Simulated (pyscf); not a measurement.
**Addition across a multiple bond or ene-type step: `[NH]=[Ti]([Cl])[Cl]` + `[OH2]` → `[NH2][Ti]([OH])([Cl])[Cl]`**

Gas phase, singlet surface, charge 0. Bonds broken: O6–H7. Bonds formed: N1–H7, Ti2–O6. Optimised with ωB97X-D3(BJ)/def2-SVP in PySCF.

Transition state (Å):

```xyz
8

N     -1.2196     0.0207    -0.4889
Ti     0.3899     0.1774     0.0126
Cl     0.8393     2.2250     0.7039
Cl     1.8426    -0.7374    -1.3684
H     -2.0788     0.0268    -1.0335
O     -0.2511    -0.8897     1.5488
H     -1.1354    -0.5649     0.7527
H     -0.2774    -0.5030     2.4340
```

One imaginary mode, 1643i cm⁻¹; descent along it reached the two sides named, in the forms told below.

| bond | change | reactant side (Å) | saddle | product side |
|---|---|---|---|---|
| O6–H7 | breaks | 0.968 | 1.233 | 3.0 |
| N1–H7 | forms | 2.9 | 1.375 | 1.018 |
| Ti2–O6 | forms | 2.111 | 1.977 | 1.739 |

Electronic energies relative to the separated reactants (kJ/mol):

| level | barrier | reaction energy | reverse barrier |
|---|---|---|---|
| ωB97X-D3(BJ)/def2-TZVP | -78.5 | -280.0 | 201.5 |
| PBE/def2-TZVP | -91.7 | -271.1 | 179.4 |
| r²SCAN/def2-TZVP | -98.6 | -290.5 | 192.0 |
| B3LYP-D3(BJ)/def2-TZVP | -82.3 | -281.6 | 199.3 |
| PBE0-D3(BJ)/def2-TZVP | -88.4 | -279.9 | 191.5 |
| M06-2X/def2-TZVP | -86.2 | -286.3 | 200.2 |
| ωB97M-D3(BJ)/def2-TZVP | -71.1 | -269.2 | 198.1 |
| HF/def2-TZVP | -23.4 | -277.3 | 253.9 |

With ωB97M-D3(BJ)/def2-TZVP energies and thermal terms (ideal gas, 1 atm, RRHO with modes under 100 cm⁻¹ raised to 100, one conformer, R ln 2 for rigid chiral ones), in kJ/mol:

```csv
T (K),ΔH‡,ΔG‡,ΔH,ΔG
298,-77.8,-31.7,-264.2,-223.5
600,-77.0,15.0,-260.4,-183.6
900,-74.1,60.4,-255.6,-146.3
1200,-70.7,104.8,-250.6,-110.6
```

On the reactant side the descent ends in an adduct with a O–Ti contact, 142.7 kJ/mol under the separated species and 64.2 kJ/mol under the saddle at ωB97X-D3(BJ)/def2-TZVP. At ωB97X-D3(BJ), PBE, r²SCAN, B3LYP-D3(BJ), PBE0-D3(BJ), M06-2X, ωB97M-D3(BJ), HF the saddle lies under the separated reactants, which points to a path from their complex (located at ωB97X-D3(BJ) alone). What is counted as formed (O–Ti) is already present as a longer contact in the reactant adduct; forming that adduct is a step of its own. At the saddle there is also a short H–Ti contact that neither side keeps. One saddle was located; it need not be the lowest between these sides.
